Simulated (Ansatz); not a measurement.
## PBE against other levels and measurement: 1T (CdI2-type) SnS2

Programs: Ansatz (a program for electronic structure).

For which of these properties of 1T (CdI2-type) SnS2 does PBE miss the measurement, in which direction and by how much: lattice constant a, lattice parameter c, band gap, formation enthalpy?

PBE is well off the measurement for the lattice constant a (+1.54 %); lattice parameter c (+18.5 %); band gap (-0.80 eV, at least halved by HSE06).  In between, or not called against an uncorrected reference: formation enthalpy (+0.131 eV/atom).

| property | PBE | LDA | PBEsol | HSE06 | reference | PBE less reference |
|---|---|---|---|---|---|---|
| lattice constant a (Å) | 3.702 | 3.632 | 3.651 | 3.661 | 3.646* | +1.54 % |
| c axis length (Å) | 6.983 | 5.700 | 6.066 | 6.741 | 5.893* | +18.5 % |
| cohesive energy (eV/atom) | 3.48 | 4.33 | 3.87 | 3.39 | – | – |
| band gap (eV), at the measured cell, all with SOC | 1.38 | 1.19 | 1.28 | 2.25 | 2.18* | -0.80 eV |
| formation enthalpy (eV/atom) | -0.399 | -0.428 | -0.423 | – | -0.53* | +0.131 eV/atom |
| interlayer binding energy (meV/Å²) | 0.6 | 10.9 | 2.4 | – | – | – |
| direct gap at Γ (eV), at the measured cell, all with SOC | 1.95 | 1.70 | 1.84 | 2.92 | – | – |

Where no measured value is used, PBE differs from HSE06 by +0.09 eV/atom in the cohesive energy; from PBEsol by -75 % in the interlayer binding energy; from HSE06 by -0.97 eV in the direct gap at Γ.

A star marks values at room or unstated temperature without corrections; heat and zero-point motion as a rule enlarge cells and lower moduli and gaps.

Called well off clearly beyond 0.31 eV for the band gap, 0.120 eV/atom for the formation enthalpy (bounds picked here from the quality of each reference); the lattice constant a is called against an uncorrected reference, since a correction would as a rule widen the miss or is far smaller; the lattice parameter c is called against an uncorrected reference, since a correction would as a rule widen the miss or is far smaller.

The references are measured values: lattice constant a room temperature, lattice parameter c room temperature, band gap unstated, formation enthalpy room temperature.

Unless a row names a cell, each level is at its own relaxed cell.

Density-functional gaps are differences of (generalised) Kohn–Sham levels.

Caveats: the cell comes from a level without a dispersion term, which matters for the spacing of layers, chains or molecules (PBE, LDA, PBEsol, HSE06). Ansatz's density-functional and Hartree–Fock values are scalar-relativistic unless marked +SOC, with PAW data made under PBE.

References as tabulated in Lima et al. (2018), arXiv:1803.05430; Gonzalez and Oleynik (2016), arXiv:1609.04381; Zhang et al. (2018), doi:10.1038/s41524-018-0065-z.
